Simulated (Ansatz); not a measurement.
Input file:

```yaml
crystal:
  periodic: [false, false, false]
  atoms:
    - {symbol: Zr, position_ang: [0.000000, 0.000000, 0.000000]}
    - {symbol: H, position_ang: [0.000000, 0.000000, -1.928800]}
    - {symbol: H, position_ang: [0.000000, 0.000000, 1.928800]}
basis:
  gaussian: {orbitals: def2-SVP}
magnetization: {spin_polarized: false, initial_magnetization: 2}
correlation: {method: bccd_t, electrons: valence}
scf: {lower_state_search: off}
```

```sh
$ ansatz run in.yaml --threads 1 --pin off --events-out ev --progress --plain --max-ram 2393MiB
```

Problem. Roughly how long does this take on 1 thread of Arm Neoverse V2, shared host, and how much host memory?

Solution. 1.3 s wall and 0.14 GiB.

```
these checks for a lower state are left out or cut short: stability, starts, cluster_reference, orbital_swaps, neighbouring_geometries, increment
436 factors; integrals over basis functions are off by at most 1.4e-3 eV
mean field evaluation 1: about -1292.1951 eV, gradient 1.3e1 eV
mean field evaluation 2: about -1292.2003 eV, gradient 1.3e1 eV
mean field evaluation 4: about -1293.6787 eV, gradient 1.2e0 eV
mean field evaluation 8: about -1293.8217 eV, gradient 6.6e-1 eV
mean field evaluation 16: about -1294.0069 eV, gradient 8.2e-4 eV
mean field -1294.00690787 eV, -47.5538767547 hartree, gradient 6.4e-6 eV, S^2 2.000000; 0 other end points of the search recorded, 0 dependent functions left out
reference -1294.00690787 eV, -47.5538767547 hartree; 8, 6 occupied and 33, 35 virtual orbitals, 436 factors
second order -5.00765745 eV of doubles, -0.07950501 eV of singles
cycle   1  -5.49607278 eV  change   -4.1e-1 eV  update   6.2e-2
cycle   2  -5.66719158 eV  change   -1.7e-1 eV  update   2.5e-2
cycle   3  -5.68276750 eV  change   -1.6e-2 eV  update   1.4e-2
cycle   4  -5.67910938 eV  change    3.7e-3 eV  update   1.1e-2
cycle   5  -5.68635766 eV  change   -7.2e-3 eV  update   9.9e-3
cycle   6  -5.70535628 eV  change   -1.9e-2 eV  update   8.4e-3
cycle   7  -5.70419218 eV  change    1.2e-3 eV  update   6.2e-3
cycle   8  -5.70214164 eV  change    2.1e-3 eV  update   3.9e-3
cycle   9  -5.69715906 eV  change    5.0e-3 eV  update   1.7e-3
cycle  10  -5.69340203 eV  change    3.8e-3 eV  update   8.2e-4
cycle  11  -5.69546964 eV  change   -2.1e-3 eV  update   7.5e-4
cycle  12  -5.69948634 eV  change   -4.0e-3 eV  update   6.1e-4
cycle  13  -5.69609260 eV  change    3.4e-3 eV  update   4.6e-4
cycle  14  -5.69650494 eV  change   -4.1e-4 eV  update   2.2e-4
cycle  15  -5.69688277 eV  change   -3.8e-4 eV  update   1.1e-4
cycle  16  -5.69701524 eV  change   -1.3e-4 eV  update   3.8e-5
cycle  17  -5.69700246 eV  change    1.3e-5 eV  update   1.7e-5
perturbative correction -0.13570297 eV, -0.0049869922 hartree
Total energy: -1299.83961330 eV, -47.7682247258 hartree
Checks for a lower state left out: stability, starts, cluster_reference, orbital_swaps, neighbouring_geometries, increment
```
